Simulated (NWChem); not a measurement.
# C3H5NO (3-hydroxypropionitrile) at 4 levels

Wanted: a comparison of 4 runs (HF/STO-3G, HF/3-21G, B3LYP/6-31G*) of C3H5NO (3-hydroxypropionitrile). 

Program for the calculation: NWChem 7.3.0.

### 1 The system as given

C3H5NO: 10 atoms, total charge 0, spin state singlet. As SMILES, `N#CCCO`. The coordinates come from a PBE0-D4/def2-TZVP relaxation. This is one conformer, not always the lowest.

Bond lengths: N1–C2 1.149 Å, C2–C3 1.452 Å, C3–C4 1.532 Å, C4–O5 1.403 Å, C3–H6 1.095 Å, C3–H7 1.093 Å, C4–H8 1.096 Å, C4–H9 1.091 Å, O5–H10 0.960 Å. Some angles: N1–C2–C3 178.2°, C2–C3–C4 111.8°, C3–C4–O5 111.4°, C2–C3–H6 108.5°, C2–C3–H7 109.3°, C4–C3–H6 110.3°, C4–C3–H7 109.4°, C3–C4–H8 109.7°, C3–C4–H9 109.3°, O5–C4–H8 112.1°.

### 2 Energy and gradient at HF/STO-3G (run 1)

calc.xyz reads:

```xyz
10
C3H5NO
N     -0.651000    -2.742500     0.554600
C     -0.113600    -1.735600     0.417900
C      0.524700    -0.444700     0.232600
C     -0.490300     0.645700    -0.124000
O      0.127700     1.899700    -0.243800
H      1.275500    -0.537900    -0.558500
H      1.049800    -0.166300     1.149900
H     -1.031600     0.363500    -1.034600
H     -1.223400     0.733900     0.679400
H      0.615400     1.933300    -1.070500
```

run.py reads:

```python
from ase.io import read
from ase.calculators.nwchem import NWChem

molecule = read('calc.xyz')

calc = NWChem(
    label='calc',
    theory='scf',
    memory='2200 mb',
    basis='STO-3G',
    basispar='spherical bse',
    scf={'nopen': '0', 'rhf': None, 'thresh': '1e-08', 'maxiter': '80'},
)
molecule.calc = calc

forces = molecule.get_forces()
print(f"energy = {molecule.get_potential_energy():.6f} eV")
print("forces (eV/A):")
for s, f in zip(molecule.symbols, forces):
    print(f"{s:2s} {f[0]:10.5f} {f[1]:10.5f} {f[2]:10.5f}")
print("dipole (e A):", molecule.get_dipole_moment().round(4))
```

Run with:

```sh
export ASE_NWCHEM_COMMAND="nwchem PREFIX.nwi > PREFIX.nwo"
python run.py
```

The program printed:

```text
energy = -6603.466426 eV
forces (eV/A):
N    -0.31794   -0.71852    0.10552
C    -0.43822   -0.76130    0.12758
C     1.52724    0.43436    0.02592
C    -0.79241   -0.13359   -0.62262
O    -0.53926    1.74408    1.97538
H    -0.09986    0.07816    0.10891
H    -0.04433   -0.01142   -0.10259
H    -0.03800   -0.10315   -0.00319
H    -0.08490   -0.03440    0.11025
H     0.82769   -0.49417   -1.72511
dipole (e A): [ 0.3039  0.372  -0.3003]
```

The calculator wrote calc.nwi:

```
title "calc"

permanent_dir calc

scratch_dir calc

start calc

geometry units angstrom nocenter noautosym noautoz
  N  -6.5100000000000002e-01 -2.7425000000000002e+00 5.5459999999999998e-01
  C  -1.1360000000000001e-01 -1.7356000000000000e+00 4.1789999999999999e-01
  C  5.2470000000000006e-01 -4.4469999999999998e-01 2.3260000000000000e-01
  C  -4.9030000000000001e-01 6.4570000000000005e-01 -1.2400000000000000e-01
  O  1.2770000000000001e-01 1.8996999999999999e+00 -2.4379999999999999e-01
  H  1.2755000000000001e+00 -5.3790000000000004e-01 -5.5850000000000000e-01
  H  1.0498000000000001e+00 -1.6630000000000000e-01 1.1498999999999999e+00
  H  -1.0316000000000001e+00 3.6349999999999999e-01 -1.0346000000000000e+00
  H  -1.2234000000000000e+00 7.3390000000000000e-01 6.7940000000000000e-01
  H  6.1539999999999995e-01 1.9333000000000000e+00 -1.0705000000000000e+00
end

memory 2200 mb

basis spherical bse noprint
   * library STO-3G
end

scf
  nopen 0
  rhf
  thresh 1e-08
  maxiter 80
end

task scf gradient
```

calc.nwo:

```text
Northwest Computational Chemistry Package (NWChem) 7.3.0
             --------------------------------------------------------

           Job information
           ---------------

    nwchem branch   = 7.3.0
    use scalapack   = T
    input           = calc.nwi
    prefix          = calc.
    data base       = calc/calc.db
    status          = startup
    nproc           =        1

           Memory information
           ------------------

    heap     =     72089598 doubles =      550.0 Mbytes
    stack    =     72089595 doubles =      550.0 Mbytes
    global   =    144179200 doubles =     1100.0 Mbytes (distinct from heap & stack)
    total    =    288358393 doubles =     2200.0 Mbytes
    verify   = yes
    hardfail = no

           Directory information
           ---------------------

  0 permanent = calc
  0 scratch   = calc

                                NWChem Input Module
                                -------------------

                                       calc
                                       ----

[... 126 lines left out ...]
 Convergence threshold     :          1.000E-08
[... 13 lines left out ...]
       Final RHF  results
[... 3 lines left out ...]
      One-electron energy =   -637.980424123991
[... 1 line left out ...]
 Nuclear repulsion energy =    154.741066737645
[... 37 lines left out ...]
                       ROHF Final Molecular Orbital Analysis
[... 219 lines left out ...]
     1   1 0 0      0.574221      0.000000     -6.283150
[... 8 lines of this table left out ...]
     2   0 0 2    -18.903738      0.000000     30.016348

                              NWChem Gradients Module
                              -----------------------

                                       calc

  wavefunction    =   RHF

                         RHF ENERGY GRADIENTS

    atom               coordinates                        gradient
                 x          y          z           x          y          z
   1 N      -1.230212  -5.182574   1.048042    0.006183   0.013973  -0.002052
   2 C      -0.214673  -3.279808   0.789716    0.008522   0.014805  -0.002481
   3 C       0.991539  -0.840361   0.439550   -0.029700  -0.008447  -0.000504
[... 6 lines of this table left out ...]
  10 H       1.162937   3.653407  -2.022952   -0.016096   0.009610   0.033548

                 ----------------------------------------
                 |  Time  |  1-e(secs)   |  2-e(secs)   |
                 ----------------------------------------
                 |  CPU   |       0.00   |       0.17   |
                 ----------------------------------------
                 |  WALL  |       0.00   |       0.17   |
                 ----------------------------------------

 Task  times  cpu:        1.7s     wall:        1.7s
 Total times  cpu:        1.7s     wall:        1.7s
```

It took 2.5 s on 1 thread of AMD EPYC 9R45 (Zen 5), shared host; peak memory 0.1 GiB.

### 3 Energy and gradient at HF/3-21G (run 2)

c3h5no.xyz reads:

```xyz
10
C3H5NO hf
N     -0.651000    -2.742500     0.554600
C     -0.113600    -1.735600     0.417900
C      0.524700    -0.444700     0.232600
C     -0.490300     0.645700    -0.124000
O      0.127700     1.899700    -0.243800
H      1.275500    -0.537900    -0.558500
H      1.049800    -0.166300     1.149900
H     -1.031600     0.363500    -1.034600
H     -1.223400     0.733900     0.679400
H      0.615400     1.933300    -1.070500
```

c3h5no.nw reads:

```
start c3h5no
title "C3H5NO hf"
memory total 2200 mb

geometry noautosym nocenter noautoz
 load format xyz c3h5no.xyz
end

basis spherical bse
 * library 3-21G
end

scf
 thresh 1e-08
 maxiter 80
 print medium
end

task scf gradient
```

Run with:

```sh
nwchem c3h5no.nw > c3h5no.out
```

The program printed:

```text
[...]
  functions       =    55
[...]
  wavefunction    = RHF
[...]
         Total SCF energy =   -244.438104487976
      One-electron energy =   -638.279565423725
      Two-electron energy =    239.100394198104
 Nuclear repulsion energy =    154.741066737645
        Time for solution =      1.6s
[...]
                         RHF ENERGY GRADIENTS
    atom               coordinates                        gradient
                 x          y          z           x          y          z
   1 N      -1.230212  -5.182574   1.048042   -0.014227  -0.024234   0.002966
   2 C      -0.214673  -3.279808   0.789716    0.017061   0.026544  -0.002743
   3 C       0.991539  -0.840361   0.439550   -0.015768   0.001767  -0.002665
   4 C      -0.926533   1.220196  -0.234326    0.029617   0.016800  -0.004420
   5 O       0.241318   3.589912  -0.460715   -0.009920  -0.013939   0.000618
   6 H       2.410345  -1.016484  -1.055412    0.004329  -0.001320  -0.004147
   7 H       1.983834  -0.314261   2.172996    0.003900   0.000195   0.005860
   8 H      -1.949441   0.686915  -1.955111   -0.004086  -0.001142  -0.006326
   9 H      -2.311891   1.386870   1.283880   -0.005927   0.001218   0.006191
  10 H       1.162937   3.653407  -2.022952   -0.004979  -0.005889   0.004667
[...]
```

Wall time 2.4 s (1 thread of AMD EPYC 9R45 (Zen 5), shared host); peak memory 0.099 GiB.

Run 3 isn't shown in full; the table further down has it.

### 4 Energy and gradient at B3LYP/6-31G(d) (Cartesian functions) (run 4)

c3h5no.nw reads:

```
start c3h5no
title "C3H5NO gradient"
memory 2200 mb
charge 0

geometry noautosym nocenter noautoz
  N     -0.651000    -2.742500     0.554600
  C     -0.113600    -1.735600     0.417900
  C      0.524700    -0.444700     0.232600
  C     -0.490300     0.645700    -0.124000
  O      0.127700     1.899700    -0.243800
  H      1.275500    -0.537900    -0.558500
  H      1.049800    -0.166300     1.149900
  H     -1.031600     0.363500    -1.034600
  H     -1.223400     0.733900     0.679400
  H      0.615400     1.933300    -1.070500
end

basis cartesian
  * library 6-31G*
end

dft
  xc b3lyp
  grid xfine
  convergence energy 1e-08
  maxiter 100
  mulliken
end

task dft gradient
```

Run with:

```sh
nwchem c3h5no.nw > c3h5no.out
```

The program printed:

```text
[...]
          Wavefunction type:  closed shell.
          No. of atoms     :    10
          No. of electrons :    38
[...]
          Charge           :     0
          Spin multiplicity:     1
[...]
          AO basis - number of functions:    85
[...]
              XC Information
              --------------
                         B3LYP Method XC Potential
                     Hartree-Fock (Exact) Exchange  0.200
                        Slater Exchange Functional  0.800 local
                    Becke 1988 Exchange Functional  0.720 non-local
              Lee-Yang-Parr Correlation Functional  0.810
                  VWN I RPA Correlation Functional  0.190 local
[...]
 d= 0,ls=0.0,diis     1   -247.1347769390 -4.02D+02  2.45D-02  1.19D+00     2.5
[...]
 d= 0,ls=0.0,diis    11   -247.2705873249 -2.14D-09  2.43D-07  8.36D-10    23.8
         Total DFT energy =     -247.270587324913
      One electron energy =     -640.963711589783
           Coulomb energy =      272.563838490290
    Exchange-Corr. energy =      -33.611780963064
 Nuclear repulsion energy =      154.741066737645
[...]
      Total Density - Mulliken Population Analysis
     ---------------------------------------------
    Atom       Charge   Shell Charges
 -----------   ------   -------------------------------------------------------
    1 N    7     7.46   1.99  0.84  2.27  1.11  1.27 -0.02
    2 C    6     5.66   1.99  0.73  2.01  0.34  0.59 -0.01
    3 C    6     6.36   1.99  0.68  2.14  0.60  0.91  0.03
    4 C    6     6.03   1.99  0.69  2.05  0.53  0.72  0.05
    5 O    8     8.60   1.99  0.90  2.93  0.97  1.78  0.03
    6 H    1     0.82   0.52  0.29
    7 H    1     0.79   0.52  0.27
    8 H    1     0.85   0.54  0.32
    9 H    1     0.83   0.53  0.29
   10 H    1     0.60   0.48  0.12
[...]
  wavefunction    = closed shell
                         DFT ENERGY GRADIENTS
    atom               coordinates                        gradient
                 x          y          z           x          y          z
   1 N      -1.230212  -5.182574   1.048042    0.013287   0.024756  -0.003366
   2 C      -0.214673  -3.279808   0.789716   -0.009993  -0.016311   0.002098
   3 C       0.991539  -0.840361   0.439550   -0.004142   0.000354  -0.000774
   4 C      -0.926533   1.220196  -0.234326    0.004215   0.000501   0.001549
   5 O       0.241318   3.589912  -0.460715    0.001305  -0.008251  -0.007879
   6 H       2.410345  -1.016484  -1.055412   -0.001943  -0.000615   0.001431
   7 H       1.983834  -0.314261   2.172996   -0.001388  -0.001301  -0.001291
   8 H      -1.949441   0.686915  -1.955111    0.001605   0.000815   0.001693
   9 H      -2.311891   1.386870   1.283880    0.001258  -0.000510  -0.001111
  10 H       1.162937   3.653407  -2.022952   -0.004204   0.000562   0.007650
[...]
```

Run time: 29 s. Hardware: 1 thread of AMD EPYC 9R45 (Zen 5), shared host; peak memory 0.15 GiB.

### 5 All runs side by side

```tsv
run	level	iteration cap	module	energy (Eh)	dipole moment (D)	HOMO energy (eV)	LUMO energy (eV)	wall time
1	HF/STO-3G	80	scf	-242.672917	2.72	-10.01	9.64	2.5 s
2	HF/3-21G	80	scf	-244.438104	3.30	-12.09	5.57	2.4 s
3	B3LYP/6-31G* (spherical functions)	100	dft	-247.265106	–	–	–	27 s
4	B3LYP/6-31G* (Cartesian functions)	100	dft	-247.270587	3.45	-7.96	0.88	29 s
```

### 6 Results

| quantity | value |
| --- | --- |
| run 4: total energy | -247.27059 Eh |
| run 4: dipole moment | 3.45 D |
| run 4: HOMO energy | -7.96 eV |
| run 4: LUMO energy | 0.88 eV |
| run 4: HOMO–LUMO gap | 8.83 eV |
| run 4: largest force on an atom | 1.455 eV/Å |

What this shows: Over runs 1, 2, 4 the dipole moment (its size) runs from 2.72 D (HF/STO-3G) to 3.45 D (B3LYP/6-31G*). The two ends differ in method and basis. Over runs 1, 2, 4 the HOMO–LUMO gap runs from 8.83 eV (B3LYP/6-31G*) to 19.65 eV (HF/STO-3G). In run 1 the basis is minimal, so the values are rough. All runs together took 60 s, the longest 29 s.
